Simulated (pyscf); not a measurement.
## Four-centre exchange: H₃C–N(CH₃)–Zr(OH)(OH)–OH + hydrogen (H₂) → H₃C–N(CH₃)–Zr(OH)(OH)–OH + hydrogen (H₂)

Gas phase, singlet surface, charge 0. Bonds broken: C1–H17, H8–H18. Bonds formed: C1–H8, H17–H18. PySCF, gas phase, ωB97X-D3(BJ)/def2-SVP geometries.

Transition state (Å):

```xyz
18

C      0.6396    -0.2474     1.2395
N     -0.2363     0.6773     0.8036
C     -0.5287     1.8023     1.6850
Zr    -0.8667     0.6041    -1.2113
O     -2.5849     1.4687    -1.2532
O      0.4111     1.5926    -2.2499
O     -0.9032    -1.2501    -1.6975
H      2.4812    -0.9739     1.3843
H      1.1252    -0.1226     2.2028
H      0.8489    -1.0962     0.5974
H     -1.2731     2.4649     1.2165
H     -0.9461     1.4541     2.6454
H      0.3781     2.3969     1.8937
H     -3.4413     1.8349    -1.4719
H      1.0939     1.9977    -2.7831
H     -0.9108    -2.1487    -2.0261
H      1.0745    -1.9384     2.1661
H      2.0092    -1.7073     1.8862
```

One imaginary mode, 1218i cm⁻¹; descent along it reached the two sides named.

```
bond     change  reactant side (Å)  saddle  product side
-------  ------  -----------------  ------  ------------
C1–H17   breaks              1.110   1.977           3.7
H8–H18   breaks              0.760   1.006           2.6
C1–H8     forms                3.7   1.985         1.109
H17–H18   forms                2.7   1.003         0.758
```

Electronic energies relative to the separated reactants (eV):

| level | barrier | reaction energy | reverse barrier |
|---|---|---|---|
| ωB97X-D3(BJ)/def2-TZVP | 4.06 | 0.00 | 4.06 |
| PBE/def2-TZVP | 3.40 | 0.00 | 3.40 |
| r²SCAN/def2-TZVP | 3.60 | 0.00 | 3.60 |
| B3LYP-D3(BJ)/def2-TZVP | 3.68 | 0.00 | 3.68 |
| PBE0-D3(BJ)/def2-TZVP | 3.71 | 0.00 | 3.71 |
| M06-2X/def2-TZVP | 4.13 | 0.00 | 4.13 |
| ωB97M-D3(BJ)/def2-TZVP | 3.90 | 0.00 | 3.90 |
| HF/def2-TZVP | 4.82 | 0.00 | 4.82 |

With ωB97M-D3(BJ)/def2-TZVP energies and thermal terms (ideal gas, 1 atm, RRHO with modes under 100 cm⁻¹ raised to 100, one conformer, R ln 2 for chiral ones without a mode under 150 cm⁻¹), in eV:

```json
[
 {"T (K)": "298", "ΔH‡": "3.78", "ΔG‡": "4.15", "ΔH": "0.00", "ΔG": "0.00"},
 {"T (K)": "600", "ΔH‡": "3.76", "ΔG‡": "4.54", "ΔH": "0.00", "ΔG": "0.00"},
 {"T (K)": "900", "ΔH‡": "3.78", "ΔG‡": "4.93", "ΔH": "0.00", "ΔG": "0.00"},
 {"T (K)": "1200", "ΔH‡": "3.81", "ΔG‡": "5.31", "ΔH": "0.00", "ΔG": "0.00"}
]
```

The same reactants have a lower exit, to HO–ZrH(OH)–OH + H₃C–NH–CH₃ (barrier +1.03 eV at ωB97M-D3(BJ)/def2-TZVP, against +3.90 eV here). One saddle was located; it need not be the lowest between these sides. Elements past Kr carry the def2 core potentials, without spin-orbit coupling.
